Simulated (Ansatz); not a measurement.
Zinc-blende BeTe, treated with rVV10 (plane waves, PAW; Ansatz, a first-principles code).

Run with plane-wave cutoff 520 eV, 10×10×10 k mesh, Fermi–Dirac smearing 0.01 eV, scalar-relativistic PAW data made under PBE.

Pressure at four volumes; x = ln(V/22.954 Å³). One pressure is withheld.

```
V (Å³/atom)        x  P (GPa)
-----------  -------  -------
21.577       -0.0619        ?
22.036       -0.0408     2.51
22.954        0.0000     0.00
24.332        0.0583    -2.93
```

Problem. Pass a parabola P(x) through the three rows shown, estimate the bulk modulus and its pressure derivative near zero pressure, and predict the withheld pressure.

Solution. Slopes between the rows: (0.00 − (2.51))/(0.0000 − (-0.0408)) = -61.52 and (-2.93 − (0.00))/(0.0583 − (0.0000)) = -50.26 GPa. Their difference over the span 0.0991 is c = 11.26/0.0991 = 113.6 GPa, so P(x) = 2.51 + (-61.52)(x − (-0.0408)) + 113.6 (x − (-0.0408))(x − (0.0000)). At the middle row B = −dP/dx = −[-61.52 + 113.6 × 0.0408] = 56.9 GPa, and B′ = dB/dP = 2c/B = 4.0. At x = -0.0619 the parabola gives 3.96 GPa; the run gives 3.97 GPa. The Birch–Murnaghan fit to the energies at all volumes has B0 = 56.6 GPa and B′ = 4.0.

Measured, for comparison: bulk modulus 67 GPa (room temperature, not corrected to a static lattice; as tabulated in Elmahjoubi et al. (2023), arXiv:2303.01780). Computed (rounded) less measured: bulk modulus -16 %.

Spin–orbit coupling is not included.
